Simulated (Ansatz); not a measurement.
BH3 (borane): entropy by statistical mechanics

A singlet with charge 0, relaxed at PBE0/aug-cc-pVTZ (Ansatz 0.2.0):

```xyz
4

B     0.0139   -0.0151   -0.0050
H     0.9816    0.3814    0.5684
H    -0.2760   -1.1710    0.0430
H    -0.6640    0.7444   -0.6265
```

Harmonic wavenumbers in cm⁻¹: 1147, 1191, 1191, 2555, 2694, 2694.

Masses in u: B 10.81, H 1.008. Take T = 298.15 K, p = 1 bar, R = 8.3145 J/(mol K), kT/hc = 207.22 cm⁻¹, rigid rotor and harmonic oscillator.

Q: Work out S° at 298 K.

A: 
1. Translation (Sackur–Tetrode): S = R[3/2 ln M + 5/2 ln T − 1.1517] with M = 13.834 gives 141.6 J/(mol K).
2. Rotation: principal moments 2.151, 2.151, 4.302 u Å² give A, B, C = 7.8377, 7.8377, 3.9188 cm⁻¹; the symmetry number is σ = 6; q = (√π/σ)√((kT/hc)³/ABC) = 57; S = R(ln q + 3/2) = 46.1.
3. Vibration: with u = ν̃/207.22, each mode gives R[u/(eᵘ − 1) − ln(1 − e⁻ᵘ)]; the sum is 0.6, most from 1147 cm⁻¹ (0.2), 1191 cm⁻¹ (0.2), 1191 cm⁻¹ (0.2).
4. Electronic: R ln 1 = 0.0, from the spin multiplicity alone.
5. Sum: 141.6 + 46.1 + 0.6 + 0.0 = 188.3 J/(mol K).

The tabulated value is 188.2 J/(mol K) (CRC Handbook of Chemistry and Physics): the model is off by +0.1.
